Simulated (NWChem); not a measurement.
# Correlation energy of Al (-1)

```xyz
1

Al     0.0000     0.0000     0.0000
```
Charge -1, spin multiplicity 3.

All runs are NWChem calculations.

Basis set: def2-SVPD. Each correlation energy counts from its own Hartree-Fock reference.

The correlated methods keep 5 core orbitals frozen. No SCF solution was tested for a lower state. Open-shell Hartree-Fock references start from PBE0 orbitals. Coupled-cluster values serve here as a point of comparison, not as the truth.

Question: Order these methods by the correlation energy they give, lowest first: UMP2, SCS-UMP2, CCSD on ROHF, CCSD[T] on ROHF.

Answer: CCSD[T] on ROHF (-61.5 mHa), CCSD on ROHF (-59.7 mHa), SCS-UMP2 (-41.2 mHa), UMP2 (-39.1 mHa)
